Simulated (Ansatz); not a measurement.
# CH4BSi with multiplicity 2: molecular dynamics

Aim: follow the molecule's vibrations and see whether its bonds hold. The start is relaxed first. Runs: 150 steps of 0.5 fs under a Nosé-Hoover thermostat at 1500 K; 40 steps of 2.5 fs at constant energy (fourth-order Milne integrator), with velocities drawn for 400 K. SMILES of the start: [B]=C[SiH3].

Method: UKS B3LYP-D4/def2-SVP, in Ansatz 0.2.0.

**1. Starting point**

Bond lengths: B1–C2 1.379 Å, C2–Si3 1.887 Å, C2–H4 1.082 Å, Si3–H5 1.467 Å, Si3–H6 1.469 Å, Si3–H7 1.469 Å. Angles: B1–C2–Si3 124.2°, B1–C2–H4 123.8°, Si3–C2–H4 112.0°, C2–Si3–H5 108.1°, C2–Si3–H6 111.1°, C2–Si3–H7 111.1°, H5–Si3–H6 109.1°, H5–Si3–H7 109.1°, H6–Si3–H7 108.2°.

Coordinates:

```xyz
7

B    -0.7968   -1.8145    0.9780
C    -0.6995   -0.8819   -0.0337
Si    0.4643    0.6029    0.0010
H    -1.2837   -0.9173   -0.9434
H     0.2743    1.3605   -1.2405
H     0.1752    1.4760    1.1462
H     1.8662    0.1744    0.0925
```

**2. Relaxing the start**

input.yaml reads:

```yaml
crystal:
  periodic: [false, false, false]
  atoms:
    - { symbol: B, position_ang: [-0.79678, -1.81453, 0.978] }
    - { symbol: C, position_ang: [-0.69953, -0.88188, -0.03373] }
    - { symbol: Si, position_ang: [0.46427, 0.60286, 0.00101] }
    - { symbol: H, position_ang: [-1.28374, -0.91726, -0.94344] }
    - { symbol: H, position_ang: [0.2743, 1.36046, -1.24052] }
    - { symbol: H, position_ang: [0.17524, 1.47598, 1.1462] }
    - { symbol: H, position_ang: [1.86623, 0.17437, 0.09248] }
magnetization:
  spin_polarized: true
  initial_magnetization: 1
basis:
  gaussian: { orbitals: def2-SVP }
hamiltonian:
  xc: b3lyp
  dispersion: d4
relax:
  f_tol: 0.02
  max_steps: 40
```

On the command line:

```console
> ansatz run input.yaml --threads 1 --pin off --max-ram 2048MiB --backend cpu --events-out ev --progress --plain --runs-dir out
```

The program printed, shortened:

```text
Warning: RAYON_NUM_THREADS=1 ignored (pool sized by the plan → 1); use --threads N
[...]
Functional definition: B3LYP
[...]
718 factors; integrals over basis functions are off by at most 6.0e-4 eV
[...]
mean field -9648.79466067 eV, -354.5866635915 hartree, gradient 3.2e-5 eV, S^2 0.760138; 2 other end points of the search recorded, 0 dependent functions left out
[...]
reference -9648.79489339 eV, -354.5866721438 hartree; 15, 14 occupied and 51, 52 virtual orbitals, 718 factors
relax step   1: F+E_penalty+E_count = -9649.00825039 eV  Δ(F+E_penalty+E_count) = +0.000e0 eV  max|allowed force component| = 6.257e-1 eV/Å  Δτ_max = 0.0000 Å  (50 SCF iters, accepted)
[...]
relax step   5: F+E_penalty+E_count = -9649.04715775 eV  Δ(F+E_penalty+E_count) = -2.575e-3 eV  max|allowed force component| = 8.056e-2 eV/Å  Δτ_max = 0.0694 Å  (38 SCF iters, accepted)
[...]
relax step   9: F+E_penalty+E_count = -9649.06457753 eV  Δ(F+E_penalty+E_count) = -8.202e-3 eV  max|allowed force component| = 2.876e-1 eV/Å  Δτ_max = 0.0990 Å  (36 SCF iters, accepted)
[...]
relax step  13: F+E_penalty+E_count = -9649.12332557 eV  Δ(F+E_penalty+E_count) = -2.816e-3 eV  max|allowed force component| = 1.215e-1 eV/Å  Δτ_max = 0.0331 Å  (38 SCF iters, accepted)
[...]
relax step  15: F+E_penalty+E_count = -9649.12914068 eV  Δ(F+E_penalty+E_count) = +1.548e-4 eV  max|allowed force component| = 1.384e-1 eV/Å  Δτ_max = 0.0635 Å  (37 SCF iters, rejected (line search))
[...]
relax step  16: F+E_penalty+E_count = -9649.12979566 eV  Δ(F+E_penalty+E_count) = -5.002e-4 eV  max|allowed force component| = 1.584e-2 eV/Å  Δτ_max = 0.0286 Å  (39 SCF iters, accepted)
718 factors; integrals over basis functions are off by at most 6.2e-4 eV
mean field -9648.91357092 eV, -354.5910334627 hartree, gradient 2.7e-5 eV, S^2 0.759384; 1 other end points of the search recorded, 0 dependent functions left out
[...]
reference -9648.91380490 eV, -354.5910420612 hartree; 15, 14 occupied and 51, 52 virtual orbitals, 718 factors
Total energy: -9649.13002964 eV, -354.5989881740 hartree
Atom 0 at    -1.310829    -1.202216     1.085416 Å, force    -0.005921     0.000427     0.008598 eV/Å
Atom 1 at    -0.654384    -0.919941    -0.103031 Å, force     0.006128    -0.000868    -0.015840 eV/Å
Atom 2 at     0.445966     0.585151    -0.014061 Å, force    -0.000410     0.000797     0.001617 eV/Å
Atom 3 at    -0.737910    -1.493236    -1.031887 Å, force     0.001409     0.001341     0.005916 eV/Å
Atom 4 at     0.027795     1.622970    -1.003575 Å, force    -0.001912     0.000826     0.000274 eV/Å
Atom 5 at     0.357510     1.172175     1.356048 Å, force     0.000451    -0.001287     0.000300 eV/Å
Atom 6 at     1.871842     0.235097    -0.288909 Å, force     0.000256    -0.001237    -0.000865 eV/Å
Dipole moment:    -0.073224    -0.097627    -0.000849 e Å
```

Wall time 40 s (1 thread of Intel Xeon Platinum 8488C (Sapphire Rapids), shared host); peak memory 0.18 GiB.

Step by step:

| step | energy from step 1 (eV) | largest force component (eV/Å) |
| --- | --- | --- |
| 1 | 0.0000 | 0.6257 |
| 2 | -0.0293 | 0.3429 |
| 3 | -0.0349 | 0.1192 |
| 4 | -0.0363 | 0.0468 |
| 5 | -0.0389 | 0.0806 |
| 6 | -0.0409 | 0.0436 |
| 7x | -0.0401 | 0.7813 |
| 8 | -0.0481 | 0.0931 |
| 9 | -0.0563 | 0.2876 |
| 10 | -0.0664 | 0.5607 |
| 11 | -0.1057 | 0.1080 |
| 12 | -0.1123 | 0.1005 |
| 13 | -0.1151 | 0.1215 |
| 14 | -0.1210 | 0.0206 |
| 15x | -0.1209 | 0.1384 |
| 16 | -0.1215 | 0.0158 |

Step 1 is the start. 2 steps were tried and not accepted (marked x).

After: Bond lengths: B1–C2 1.387 Å, C2–Si3 1.867 Å, C2–H4 1.095 Å, Si3–H5 1.494 Å, Si3–H6 1.493 Å, Si3–H7 1.494 Å. Angles: B1–C2–Si3 113.7°, B1–C2–H4 125.8°, Si3–C2–H4 120.5°, C2–Si3–H5 111.3°, C2–Si3–H6 109.0°, C2–Si3–H7 111.4°, H5–Si3–H6 108.5°, H5–Si3–H7 107.9°, H6–Si3–H7 108.5°.

**3. Run 1**

150 steps of 0.5 fs under a Nosé-Hoover thermostat at 1500 K, from the relaxed start.

input.yaml reads:

```yaml
crystal:
  periodic: [false, false, false]
  atoms:
    - { symbol: B, position_ang: [-1.310829, -1.202216, 1.085416] }
    - { symbol: C, position_ang: [-0.654384, -0.919941, -0.103031] }
    - { symbol: Si, position_ang: [0.445966, 0.585151, -0.014061] }
    - { symbol: H, position_ang: [-0.73791, -1.493236, -1.031887] }
    - { symbol: H, position_ang: [0.027795, 1.62297, -1.003575] }
    - { symbol: H, position_ang: [0.35751, 1.172175, 1.356048] }
    - { symbol: H, position_ang: [1.871842, 0.235097, -0.288909] }
magnetization:
  spin_polarized: true
  initial_magnetization: 1
basis:
  gaussian: { orbitals: def2-SVP }
hamiltonian:
  xc: b3lyp
  dispersion: d4
md:
  timestep: 0.5
  n_steps: 150
  ensemble: nvt_nose_hoover
  temperature: 1500.0
  initial_velocities: maxwell_boltzmann
  seed: 149705
  nose_hoover: { tau: 50.0, chain_length: 1 }
```

On the command line:

```console
> ansatz run input.yaml --threads 1 --pin off --max-ram 2048MiB --backend cpu --events-out ev --progress --plain --runs-dir out
```

The program printed, shortened:

```text
Warning: RAYON_NUM_THREADS=1 ignored (pool sized by the plan → 1); use --threads N
[...]
Functional definition: B3LYP
[...]
724 factors; integrals over basis functions are off by at most 2.7e-4 eV
[...]
mean field -9648.91356406 eV, -354.5910332107 hartree, gradient 4.0e-5 eV, S^2 0.759384; 2 other end points of the search recorded, 0 dependent functions left out
[...]
reference -9648.91379687 eV, -354.5910417664 hartree; 15, 14 occupied and 51, 52 virtual orbitals, 724 factors
md step     0: t =     0.00 fs  T =  1500.0 K  F+E_penalty+E_count = -9649.12978881 eV  E_kin = 0.969450 eV  conserved = -9648.16033882 eV  (50 SCF iters)
[...]
md step    19: t =     9.50 fs  T =   884.2 K  F+E_penalty+E_count = -9648.72757673 eV  E_kin = 0.571446 eV  conserved = -9648.15976767 eV  (40 SCF iters, 3 dispersion substeps)
[...]
md step    38: t =    19.00 fs  T =   862.1 K  F+E_penalty+E_count = -9648.69434444 eV  E_kin = 0.557155 eV  conserved = -9648.15928075 eV  (39 SCF iters, 3 dispersion substeps)
[...]
md step    57: t =    28.50 fs  T =   584.1 K  F+E_penalty+E_count = -9648.48318296 eV  E_kin = 0.377491 eV  conserved = -9648.15925329 eV  (40 SCF iters, 3 dispersion substeps)
[...]
md step    74: t =    37.00 fs  T =   391.9 K  F+E_penalty+E_count = -9648.33180657 eV  E_kin = 0.253295 eV  conserved = -9648.15935311 eV  (31 SCF iters, 3 dispersion substeps)
md step    75: t =    37.50 fs  T =   413.7 K  F+E_penalty+E_count = -9648.34428113 eV  E_kin = 0.267368 eV  conserved = -9648.15950479 eV  (31 SCF iters, 3 dispersion substeps)
```

**4. The output, continued: dynamics from the start**

Output, continued, shortened:

```text
md step    76: t =    38.00 fs  T =   433.6 K  F+E_penalty+E_count = -9648.35544150 eV  E_kin = 0.280242 eV  conserved = -9648.15967074 eV  (38 SCF iters, 3 dispersion substeps)
[...]
md step    94: t =    47.00 fs  T =   690.0 K  F+E_penalty+E_count = -9648.47617712 eV  E_kin = 0.445949 eV  conserved = -9648.15979267 eV  (38 SCF iters, 3 dispersion substeps)
[...]
md step   112: t =    56.00 fs  T =   902.6 K  F+E_penalty+E_count = -9648.52159737 eV  E_kin = 0.583374 eV  conserved = -9648.16019804 eV  (40 SCF iters, 3 dispersion substeps)
[...]
md step   130: t =    65.00 fs  T =   542.3 K  F+E_penalty+E_count = -9648.21129732 eV  E_kin = 0.350506 eV  conserved = -9648.15864951 eV  (31 SCF iters, 3 dispersion substeps)
[...]
md step   150: t =    75.00 fs  T =  1794.2 K  F+E_penalty+E_count = -9648.78203566 eV  E_kin = 1.159595 eV  conserved = -9648.15899254 eV  (55 SCF iters, 3 dispersion substeps)
Total energy: -9648.78226786 eV, -354.5862081642 hartree
Atom 0 at    -1.458741    -0.994814     0.963391 Å, force     0.131588    -0.264272    -0.284966 eV/Å
Atom 1 at    -0.528215    -1.087006    -0.061084 Å, force    -0.006294     0.783236     0.247297 eV/Å
Atom 2 at     0.430202     0.575168     0.015599 Å, force     0.679875    -0.044078    -0.064240 eV/Å
Atom 3 at    -0.334150    -1.790999    -0.877334 Å, force     0.001679     0.099856     0.154388 eV/Å
Atom 4 at    -0.285180     1.842050    -0.190302 Å, force    -0.796879     0.215357     0.404348 eV/Å
Atom 5 at     1.328922     0.739256     1.215156 Å, force    -0.347841    -0.160434    -0.047391 eV/Å
Atom 6 at     1.331716     0.791322    -1.133438 Å, force     0.337872    -0.629665    -0.409437 eV/Å
Dipole moment:    -0.117399    -0.138212     0.019452 e Å
```

It took 5.4 min on 1 thread of Intel Xeon Platinum 8488C (Sapphire Rapids), shared host; peak memory 0.18 GiB.

**5. Frames and traces**

The trajectory, every 11 steps (energies from step 0):

| time (fs) | T (K) | potential energy change (meV/atom) | conserved energy change (meV/atom) |
| --- | --- | --- | --- |
| 0.0 | 1500 | 0.0 | 0.00 |
| 5.5 | 1051 | 41.7 | 0.16 |
| 11.0 | 766 | 68.7 | 0.18 |
| 16.5 | 963 | 51.9 | 0.06 |
| 22.0 | 861 | 63.6 | 0.12 |
| 27.5 | 592 | 91.3 | 0.21 |
| 33.0 | 437 | 108.2 | 0.16 |
| 38.5 | 448 | 109.6 | 0.07 |
| 44.0 | 456 | 112.0 | 0.14 |
| 49.5 | 640 | 101.1 | 0.19 |
| 55.0 | 943 | 81.2 | 0.03 |
| 60.5 | 422 | 137.3 | 0.20 |
| 66.0 | 644 | 123.3 | 0.24 |
| 71.5 | 1649 | 46.9 | 0.11 |
| 75.0 | 1794 | 49.7 | 0.19 |

time (fs), T (K) and a bar:
```
      0.0       1500 ########################
      3.5       1207 ##################
      6.5       1013 ##############
     10.0        844 ###########
     13.0        769 #########
     16.5        963 #############
     19.5        847 ###########
     23.0        879 ###########
     26.0        705 ########
     29.5        601 ######
     32.5        474 ###
     36.0        357 #
     39.0        453 ###
     42.5        318 
     45.5        634 ######
     49.0        646 #######
     52.0        737 ########
     55.5        934 #############
     58.5        535 ####
     62.0        446 ###
     65.0        542 #####
     68.5       1089 ################
     71.5       1649 ###########################
     75.0       1794 ##############################
```

**6. Snapshots as a file**

Extended XYZ, with forces in eV/Å:

```xyz
7
time_fs=9.5 T=884 dE=0.4022
B    -1.296   -1.034    1.060    0.345   -0.193   -0.322
C    -0.525   -1.006   -0.113   -1.776   -0.227   -0.130
Si    0.380    0.553   -0.005    1.780    1.443    0.899
H    -0.793   -1.374   -1.106    0.091   -0.371    0.046
H     0.177    1.877   -0.703   -0.837   -0.364    0.011
H     0.542    0.878    1.478   -0.227   -0.043   -0.401
H     1.737    0.284   -0.495    0.624   -0.246   -0.102
7
time_fs=19.0 T=862 dE=0.4354
B    -1.258   -0.882    1.017    0.130   -0.528    0.080
C    -0.505   -1.102   -0.136   -1.092    0.429   -0.267
Si    0.368    0.550    0.019    1.704   -0.214   -0.879
H    -0.767   -1.514   -1.115    0.158   -0.129    0.117
H    -0.254    1.868   -0.411    0.196   -0.507   -0.104
H     0.592    0.616    1.480    0.109    0.321    0.364
H     1.764    0.268   -0.715   -1.205    0.630    0.689
7
time_fs=28.0 T=582 dE=0.6468
B    -1.211   -0.774    0.976   -0.198   -0.994    0.202
C    -0.560   -1.170   -0.167    0.087    0.539    0.092
Si    0.386    0.548    0.040   -2.030   -0.919    1.146
H    -0.633   -1.769   -1.081    0.102    0.309    0.191
H    -0.600    1.608   -0.242    0.380    0.682   -0.342
H     0.667    0.579    1.531    0.096    0.278   -0.330
H     1.558    0.554   -0.730    1.563    0.105   -0.959
7
time_fs=37.5 T=414 dE=0.7855
B    -1.176   -0.732    0.948   -0.727   -0.789    0.451
C    -0.617   -1.200   -0.189    0.877    0.367   -0.146
Si    0.381    0.528    0.065    0.079    1.319   -0.968
H    -0.404   -1.896   -1.004   -0.016    0.312    0.153
H    -0.595    1.660   -0.272    0.501   -0.241    0.176
H     0.865    0.763    1.472    0.016   -0.086   -0.181
H     1.588    0.886   -0.862   -0.730   -0.881    0.514
7
time_fs=47.0 T=690 dE=0.6536
B    -1.192   -0.755    0.946   -0.451   -0.527   -0.067
C    -0.622   -1.191   -0.203    0.666    0.346    0.287
Si    0.367    0.533    0.077    1.156    0.736   -1.133
H    -0.149   -1.868   -0.918   -0.226    0.221    0.106
H    -0.375    1.766   -0.243   -0.517    0.182   -0.045
H     1.087    0.882    1.325    0.060   -0.309    0.364
H     1.500    0.654   -0.982   -0.689   -0.648    0.488
7
time_fs=56.0 T=903 dE=0.6082
B    -1.245   -0.818    0.943   -0.261   -0.113   -0.023
C    -0.587   -1.152   -0.191   -0.008   -0.180    0.432
Si    0.369    0.558    0.071    0.504   -0.055    0.316
H     0.005   -1.770   -0.859   -0.341   -0.007   -0.004
H    -0.383    1.834   -0.188    0.147   -0.251   -0.084
H     1.277    0.763    1.279   -0.429   -0.037   -0.316
H     1.260    0.092   -1.011    0.388    0.643   -0.320
7
time_fs=65.5 T=587 dE=0.8946
B    -1.331   -0.902    0.941   -0.455    0.093    0.429
C    -0.551   -1.113   -0.140   -0.200   -0.382    0.151
Si    0.390    0.585    0.061    0.499   -1.715   -2.049
H    -0.050   -1.740   -0.866   -0.308   -0.087    0.040
H    -0.371    1.840   -0.216    0.219   -0.090    0.059
H     1.317    0.626    1.187    0.259    0.387    0.453
H     1.151   -0.094   -1.176   -0.014    1.794    0.917
7
time_fs=75.0 T=1794 dE=0.3478
B    -1.459   -0.995    0.963    0.132   -0.264   -0.285
C    -0.528   -1.087   -0.061   -0.006    0.783    0.247
Si    0.430    0.575    0.016    0.680   -0.044   -0.064
H    -0.334   -1.791   -0.877    0.002    0.100    0.154
H    -0.285    1.842   -0.190   -0.797    0.215    0.404
H     1.329    0.739    1.215   -0.348   -0.160   -0.047
H     1.332    0.791   -1.133    0.338   -0.630   -0.409
```

On run 1: Against a set 1500 K the second half averages 780 K, going from 414 to 1794 K over that half. The conserved energy strays from its start by at most 0.28 meV/atom, 0.4 % of the mean kinetic energy, which is good for a step of 0.5 fs. The bonding pattern survives the run.

**7. Run 2**

40 steps of 2.5 fs at constant energy (fourth-order milne integrator), with velocities drawn for 400 K, starting from the last frame of an earlier run, with new velocities.

input.yaml reads:

```yaml
crystal:
  periodic: [false, false, false]
  atoms:
    - { symbol: B, position_ang: [-1.458741, -0.994814, 0.963391] }
    - { symbol: C, position_ang: [-0.528215, -1.087006, -0.061084] }
    - { symbol: Si, position_ang: [0.430202, 0.575168, 0.015599] }
    - { symbol: H, position_ang: [-0.33415, -1.790999, -0.877334] }
    - { symbol: H, position_ang: [-0.28518, 1.84205, -0.190302] }
    - { symbol: H, position_ang: [1.328922, 0.739256, 1.215156] }
    - { symbol: H, position_ang: [1.331716, 0.791322, -1.133438] }
magnetization:
  spin_polarized: true
  initial_magnetization: 1
basis:
  gaussian: { orbitals: def2-SVP }
hamiltonian:
  xc: b3lyp
  dispersion: d4
md:
  timestep: 2.5
  n_steps: 40
  ensemble: nve_milne
  temperature: 400.0
  initial_velocities: maxwell_boltzmann
  seed: 957271
```

On the command line:

```console
> ansatz run input.yaml --threads 1 --pin off --max-ram 2048MiB --backend cpu --events-out ev --progress --plain --runs-dir out
```

The program printed, shortened:

```text
Warning: RAYON_NUM_THREADS=1 ignored (pool sized by the plan → 1); use --threads N
[...]
Functional definition: B3LYP
[...]
722 factors; integrals over basis functions are off by at most 3.1e-4 eV
[...]
mean field -9648.56708129 eV, -354.5783002038 hartree, gradient 1.1e-5 eV, S^2 0.760023; 2 other end points of the search recorded, 0 dependent functions left out
[...]
reference -9648.56731521 eV, -354.5783088003 hartree; 15, 14 occupied and 51, 52 virtual orbitals, 722 factors
md step     0: t =     0.00 fs  T =   400.0 K  F+E_penalty+E_count = -9648.78202809 eV  E_kin = 0.258520 eV  conserved = -9648.52350809 eV  (53 SCF iters)
[...]
md step    10: t =    25.00 fs  T =  2286.9 K  F+E_penalty+E_count = -9648.61172672 eV  E_kin = 1.478035 eV  conserved = -9647.13369131 eV  (35 SCF iters, 13 dispersion substeps)
[...]
md step    40: t =   100.00 fs  T = 29519.8 K  F+E_penalty+E_count = -9643.83465656 eV  E_kin = 19.078645 eV  conserved = -9624.58502787 eV  (230 SCF iters, 45 dispersion substeps)
Total energy: -9643.83503143 eV, -354.4044005788 hartree
Atom 0 at    -1.698529    -0.697125     0.984689 Å, force    -2.204171    -2.489945    -0.002395 eV/Å
Atom 1 at    -0.976110     0.422926     1.178744 Å, force    -0.453868     0.932113     1.931860 eV/Å
Atom 2 at     0.322935     0.767730     0.122129 Å, force     2.150657     2.752143    -3.405623 eV/Å
Atom 3 at    10.576617   -28.106774   -18.262308 Å, force    -0.000001    -0.000000     0.000001 eV/Å
Atom 4 at     0.212010     2.347914    -0.124317 Å, force     0.077616    -1.185782    -0.049070 eV/Å
Atom 5 at     1.643012     0.675290     0.703413 Å, force     0.819528    -0.234209     0.738323 eV/Å
Atom 6 at     0.506868     0.115688    -1.272645 Å, force    -0.389761     0.225680     0.786905 eV/Å
Dipole moment:    -0.075116    -0.247057    -0.038906 e Å
```

Wall time 3.2 min (1 thread of Intel Xeon Platinum 8488C (Sapphire Rapids), shared host); peak memory 0.19 GiB.

**8. Frames and traces**

One step in 3; energies are changes from step 0:

| time (fs) | T (K) | potential energy change (meV/atom) | total energy change (meV/atom) |
| --- | --- | --- | --- |
| 0.0 | 400 | 0.0 | 0.00 |
| 7.5 | 556 | -16.3 | -1.90 |
| 15.0 | 625 | 3.7 | 24.55 |
| 22.5 | 3570 | 153.4 | 446.03 |
| 30.0 | 651 | 23.3 | 46.51 |
| 37.5 | 7640 | 672.1 | 1340.53 |
| 45.0 | 9222 | 671.5 | 1486.02 |
| 52.5 | 9338 | 628.9 | 1478.52 |
| 60.0 | 9082 | 666.2 | 1492.22 |
| 67.5 | 8284 | 749.4 | 1501.76 |
| 75.0 | 8763 | 726.2 | 1522.76 |
| 82.5 | 9227 | 704.8 | 1544.22 |
| 90.0 | 9289 | 685.0 | 1530.09 |
| 97.5 | 8749 | 728.7 | 1523.95 |
| 100.0 | 29520 | 706.8 | 3419.78 |

time (fs), T (K) and a bar:
```
      0.0        400 
      5.0        438 
      7.5        556 
     12.5        357 
     17.5        333 
     22.5       3570 ##
     25.0       2287 #
     30.0        651 
     35.0      50339 ##############################
     40.0      30510 ##################
     42.5      33157 ####################
     47.5      30473 ##################
     52.5       9338 #####
     57.5      32743 ###################
     60.0       9082 #####
     65.0      32196 ###################
     70.0      29257 #################
     75.0       8763 #####
     77.5      29782 ##################
     82.5       9227 #####
     87.5      32627 ###################
     92.5      29501 #################
     95.0      31981 ###################
    100.0      29520 ##################
```

Bonds that form or break, judged by distance (formed within 1.15 times the sum of covalent radii and held on average over 10 fs, broken when stretched by half; pairs already stretched at the start don't count as bonds):

| time (fs) | bond | event |
| --- | --- | --- |
| 35.0 | C2–H4 | breaks |

Reading of run 2. The temperature runs away to 50339 K: the integration has become unstable, and nothing after that is physical.

**9. Outcome**

```
                                     quantity                                     value
                      relaxation of the start                  13 moves, 0.122 eV lower
                                run 1: length                       150 steps of 0.5 fs
      run 1: temperature, first and last step                           1500 and 1794 K
              run 1: temperature, second half            mean 780 K, from 315 to 1799 K
         run 1: potential energy, second half  +100 meV/atom from this run's first step
run 1: largest change of the conserved energy                             0.28 meV/atom
                run 1: bonds formed or broken                                         0
                                run 2: length                        40 steps of 2.5 fs
      run 2: temperature, first and last step                           400 and 29520 K
              run 2: temperature, second half        mean 23711 K, from 8284 to 33005 K
         run 2: potential energy, second half  +693 meV/atom from this run's first step
    run 2: largest change of the total energy                          5287.58 meV/atom
                run 2: bonds formed or broken                                         1
```

Mean temperatures of the second halves: 780 K, none that means anything (unstable run). Bonds changed in run 2 (an artefact of the unstable or too long step). A run of 100 fs with 7 atoms shows the motion but fixes no equilibrium value. The nuclei move classically, without zero-point motion, which matters most for hydrogen.
